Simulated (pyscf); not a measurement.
Structures and frequencies: ωB97X-D3(BJ)/def2-SVP in PySCF.

### Question
HCl + •H₂C–Cl → Cl–CH₂–Cl + H•
Surface: doublet. Broken: Cl–H. Formed: C–Cl. Give ΔE‡ and ΔE from M06-2X/def2-TZVP, relative to the separated reactants.

### Answer
ΔE‡ = 32.3 kcal/mol, ΔE = +22.0 kcal/mol. CCSD(T)/def2-TZVPP + ΔMP2(QZVPP) gives 34.4 kcal/mol and +25.2 kcal/mol. Zero-point energy shifts the barrier by 0.0 kcal/mol. It is an atom transfer, with an imaginary mode of 1178i cm⁻¹. One saddle was located; it need not be the lowest between these sides. The angle at the transferred Cl is 177°. The CCSD(T) − MP2 part came from Ansatz, without density fitting, on the same reference.
